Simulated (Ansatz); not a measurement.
**Si2+ (doublet): wave-function methods side by side, cc-pVDZ**

An exercise on one series of results from a longer session: the logs are not shown, and one member is left open.

Program: Ansatz 0.2.0, Gaussian basis. Level of theory: cc-pVDZ, core rule «outside noble gas», up to 10 orbitals frozen. These are calculated values, not measurements.

To be run: UHF; CCSD(T) on ROHF; CCSD(T) on UHF; BCCD(T) on ROHF; CISD; CCSDT(Q) on ROHF; CCSDT(Q) on UHF; CISDTQ; CASSCF and MRCISD+Q, 7 electrons in 8 orbitals; CASSCF and NEVPT2, 7 electrons in 8 orbitals; Full CI.

11 further runs of the same task are left out: 1 that didn't finish, 10 set aside as unsound or not needed.

## The geometry

The geometry is a PBE0/def2-TZVP stationary point (not a proven minimum) of the parent state, kept for this charge and spin.

2 atoms, charge 1, spin multiplicity 2.

Atoms are counted from 1 here; the program's logs count them from 0.

Bond lengths: Si1–Si2 2.286 Å.

The first run:

File in.yaml:

```yaml
crystal:
  periodic: [false, false, false]
  atoms:
    - {symbol: Si, position_ang: [0.000000, 0.000000, 0.000000]}
    - {symbol: Si, position_ang: [0.000000, 0.000000, 2.286080]}
basis:
  gaussian: {orbitals: cc-pVDZ}
total_charge: 1
magnetization: {spin_polarized: true, initial_magnetization: 1}
hamiltonian: {xc: hf}
output: {orbitals: {seedname: orbitals}}
```

Started as:

```sh
$ ansatz run in.yaml --threads 1 --pin off --events-out ev --progress --plain --max-ram 2393MiB
```

Among the steps run: UHF; CCSD(T) on ROHF; CCSD(T) on UHF; BCCD(T) on ROHF; CISD; CCSDT(Q) on ROHF; CCSDT(Q) on UHF; CISDTQ; CASSCF and MRCISD+Q, 7 electrons in 8 orbitals; CASSCF and NEVPT2, 7 electrons in 8 orbitals; Full CI.

One of the session's tables, all rows but one given; the rest of the session is left out.

| method | from FCI (meV) |
| --- | --- |
| ROHF | +4267.2 |
| RMP2 | +1254.9 |
| CISD | +509.5 |
| RCCSD | ? |
| RCCSD(T) | +79.9 |
| BCCD(T) | +79.7 |
| RCCSDT | +22.4 |
| CISDTQ | +31.0 |
| RCCSDT(Q) | +7.5 |
| FCI | 0 |

**Question.** Estimate the row for RCCSD.

As computed: from FCI (meV): +222.2. In the column «from FCI (meV)» it lies between RCCSD(T) (+79.9) and CISD (+509.5).

Left out of the table: CASSCF valence, NEVPT2 valence, MRCISD valence, MRCISD+Q valence (the active space lost an orbital or holds another state than full CI finds).

Limits of these values: Left out of the table: UHF, UMP2, UCCSD, UCCSD(T), UCCSDT, UCCSDT(Q) (another determinant or state than the rows shown).
